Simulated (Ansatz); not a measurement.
Ansatz (an electronic-structure program) input (B3LYP/6-31G*):

Ansatz 0.2 input:
```yaml
crystal:
  periodic: [false, false, false]
  atoms:
    - {symbol: C, position_ang: [0.00000000, -0.00000000, -0.00000000]}
    - {symbol: H, position_ang: [0.62286157, 0.62922781, 0.64134546]}
    - {symbol: H, position_ang: [-0.64525661, -0.62722651, 0.62083731]}
    - {symbol: H, position_ang: [0.63930877, -0.63514107, -0.61894126]}
    - {symbol: H, position_ang: [-0.61691373, 0.63313978, -0.64324151]}
basis:
  gaussian:
    orbitals: 6-31G*
hamiltonian:
  xc: {name: B3LYP}
phonons: {temperatures: {t_min: 298.15, t_max: 298.15, t_step: 100}}
```

Output:

```
Functional definition: B3LYP
integrals: 0.00 GiB planned
297 factors; integrals over basis functions are off by at most 4.1e-4 eV
mean field: 0.05 GiB planned
mean field evaluation 1: about -1099.1181 eV, gradient 3.8e1 eV
mean field evaluation 2: about -1098.2168 eV, gradient 4.1e1 eV
mean field evaluation 4: about -1102.5663 eV, gradient 4.3e-2 eV
mean field evaluation 8: about -1102.5613 eV, gradient 2.1e-5 eV
mean field -1102.56129329 eV, -40.5183801855 hartree, gradient 2.2e-5 eV, S^2 0.000000; 0 other end points of the search recorded, 0 dependent functions left out
the calculation of the forces begins
reference -1102.56140896 eV, -40.5183844364 hartree; 5, 5 occupied and 18, 18 virtual orbitals, 297 factors
these checks for a lower state are left out or cut short: stability, starts, cluster_reference, orbital_swaps, neighbouring_geometries, increment
integrals: 0.00 GiB planned
297 factors; integrals over basis functions are off by at most 4.1e-4 eV
mean field: 0.05 GiB planned
mean field evaluation 16: about -1102.5611 eV, gradient 1.7e-6 eV
mean field -1102.56112355 eV, -40.5183739477 hartree, gradient 1.7e-6 eV, S^2 0.000000; 0 other end points of the search recorded, 0 dependent functions left out
the calculation of the forces begins
reference -1102.56123922 eV, -40.5183781986 hartree; 5, 5 occupied and 18, 18 virtual orbitals, 297 factors
these checks for a lower state are left out or cut short: stability, starts, cluster_reference, orbital_swaps, neighbouring_geometries, increment
integrals: 0.00 GiB planned
297 factors; integrals over basis functions are off by at most 4.1e-4 eV
mean field: 0.05 GiB planned
mean field -1102.56112355 eV, -40.5183739477 hartree, gradient 1.7e-6 eV, S^2 0.000000; 0 other end points of the search recorded, 0 dependent functions left out
the calculation of the forces begins
reference -1102.56123922 eV, -40.5183781986 hartree; 5, 5 occupied and 18, 18 virtual orbitals, 297 factors
these checks for a lower state are left out or cut short: stability, starts, cluster_reference, orbital_swaps, neighbouring_geometries, increment
integrals: 0.00 GiB planned
297 factors; integrals over basis functions are off by at most 4.2e-4 eV
mean field: 0.05 GiB planned
mean field -1102.56121965 eV, -40.5183774792 hartree, gradient 2.1e-6 eV, S^2 0.000000; 0 other end points of the search recorded, 0 dependent functions left out
the calculation of the forces begins
reference -1102.56133535 eV, -40.5183817312 hartree; 5, 5 occupied and 18, 18 virtual orbitals, 297 factors
these checks for a lower state are left out or cut short: stability, starts, cluster_reference, orbital_swaps, neighbouring_geometries, increment
integrals: 0.00 GiB planned
297 factors; integrals over basis functions are off by at most 4.1e-4 eV
mean field: 0.05 GiB planned
mean field evaluation 32: about -1102.5612 eV, gradient 2.0e-5 eV
mean field -1102.56121824 eV, -40.5183774274 hartree, gradient 6.4e-7 eV, S^2 0.000000; 0 other end points of the search recorded, 0 dependent functions left out
the calculation of the forces begins
reference -1102.56133388 eV, -40.5183816771 hartree; 5, 5 occupied and 18, 18 virtual orbitals, 297 factors
these checks for a lower state are left out or cut short: stability, starts, cluster_reference, orbital_swaps, neighbouring_geometries, increment
integrals: 0.00 GiB planned
297 factors; integrals over basis functions are off by at most 4.1e-4 eV
mean field: 0.05 GiB planned
mean field -1102.56126308 eV, -40.5183790755 hartree, gradient 8.4e-6 eV, S^2 0.000000; 0 other end points of the search recorded, 0 dependent functions left out
the calculation of the forces begins
reference -1102.56137874 eV, -40.5183833257 hartree; 5, 5 occupied and 18, 18 virtual orbitals, 297 factors
these checks for a lower state are left out or cut short: stability, starts, cluster_reference, orbital_swaps, neighbouring_geometries, increment
integrals: 0.00 GiB planned
297 factors; integrals over basis functions are off by at most 4.1e-4 eV
mean field: 0.05 GiB planned
mean field -1102.56126354 eV, -40.5183790921 hartree, gradient 6.8e-6 eV, S^2 0.000000; 0 other end points of the search recorded, 0 dependent functions left out
the calculation of the forces begins
reference -1102.56137922 eV, -40.5183833435 hartree; 5, 5 occupied and 18, 18 virtual orbitals, 297 factors
these checks for a lower state are left out or cut short: stability, starts, cluster_reference, orbital_swaps, neighbouring_geometries, increment
integrals: 0.00 GiB planned
297 factors; integrals over basis functions are off by at most 4.2e-4 eV
mean field: 0.05 GiB planned
mean field -1102.56121750 eV, -40.5183774004 hartree, gradient 2.1e-6 eV, S^2 0.000000; 0 other end points of the search recorded, 0 dependent functions left out
the calculation of the forces begins
reference -1102.56133321 eV, -40.5183816525 hartree; 5, 5 occupied and 18, 18 virtual orbitals, 297 factors
these checks for a lower state are left out or cut short: stability, starts, cluster_reference, orbital_swaps, neighbouring_geometries, increment
integrals: 0.00 GiB planned
297 factors; integrals over basis functions are off by at most 4.1e-4 eV
mean field: 0.05 GiB planned
mean field -1102.56121604 eV, -40.5183773468 hartree, gradient 6.6e-7 eV, S^2 0.000000; 0 other end points of the search recorded, 0 dependent functions left out
the calculation of the forces begins
reference -1102.56133168 eV, -40.5183815964 hartree; 5, 5 occupied and 18, 18 virtual orbitals, 297 factors
these checks for a lower state are left out or cut short: stability, starts, cluster_reference, orbital_swaps, neighbouring_geometries, increment
integrals: 0.00 GiB planned
297 factors; integrals over basis functions are off by at most 4.1e-4 eV
mean field: 0.05 GiB planned
mean field -1102.56126461 eV, -40.5183791315 hartree, gradient 6.7e-6 eV, S^2 0.000000; 0 other end points of the search recorded, 0 dependent functions left out
the calculation of the forces begins
reference -1102.56138030 eV, -40.5183833830 hartree; 5, 5 occupied and 18, 18 virtual orbitals, 297 factors
these checks for a lower state are left out or cut short: stability, starts, cluster_reference, orbital_swaps, neighbouring_geometries, increment
integrals: 0.00 GiB planned
297 factors; integrals over basis functions are off by at most 4.1e-4 eV
mean field: 0.05 GiB planned
mean field evaluation 64: about -1102.5613 eV, gradient 5.3e-2 eV
mean field -1102.56126418 eV, -40.5183791157 hartree, gradient 8.2e-6 eV, S^2 0.000000; 0 other end points of the search recorded, 0 dependent functions left out
the calculation of the forces begins
reference -1102.56137984 eV, -40.5183833660 hartree; 5, 5 occupied and 18, 18 virtual orbitals, 297 factors
Total energy: -1102.56140896 eV, -40.5183844364 hartree
Atom 0 at     0.000000     0.000000     0.000000 Å, force     0.000000    -0.000000    -0.000001 eV/Å
Atom 1 at     0.622862     0.629228     0.641345 Å, force     0.000136     0.000137     0.000139 eV/Å
Atom 2 at    -0.645257    -0.627227     0.620837 Å, force    -0.000140    -0.000137     0.000135 eV/Å
Atom 3 at     0.639309    -0.635141    -0.618941 Å, force     0.000138    -0.000137    -0.000134 eV/Å
Atom 4 at    -0.616914     0.633140    -0.643242 Å, force    -0.000133     0.000137    -0.000139 eV/Å
Dipole moment:    -0.000000     0.000000     0.000000 e Å
Vibrations: 1372.93 1372.94 1372.94 1593.06 1593.08 3053.30 3163.01 3163.01 3163.02 cm⁻¹, zero-point energy 1.230375 eV
```

The blocks after the first are displaced geometries, from whose forces the wavenumbers follow.
